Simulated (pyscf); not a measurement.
A first-order saddle from PySCF, ωB97X-D3(BJ)/def2-SVP:

```xyz
9

C     -1.5305     0.4061     0.1144
C     -0.2063    -0.2692    -0.0458
F      0.2864     0.0860    -1.6435
H     -2.2616     0.0178    -0.6107
H     -1.9355     0.2331     1.1284
H     -1.4391     1.4930    -0.0305
H     -0.2150    -1.3641    -0.0634
H      0.6266     0.1458     0.5315
H      0.6501     0.3426    -2.8045
```
Charge 0, spin multiplicity 2.

Surface: doublet, charge 0. Lowest wavenumbers (cm⁻¹): 1953i, 212, 260, 308, 345.

Name the species on either side of this saddle.

H₃C–CH₂–F + H atom (H•) ⇌ ethyl (•H₂C–CH₃) + hydrogen fluoride (HF), an atom transfer read from left to right: C–F broken and F–H formed. At CCSD(T)/def2-TZVPP + ΔMP2(QZVPP) it lies +30.4 kcal/mol from the left side and +55.0 kcal/mol from the right (each side as separated species at their lowest minima found). This is the saddle that the search found; another between the same sides may lie lower. The angle at the transferred F is 180°. The CCSD(T) − MP2 part came from Ansatz, without density fitting, on the same reference.
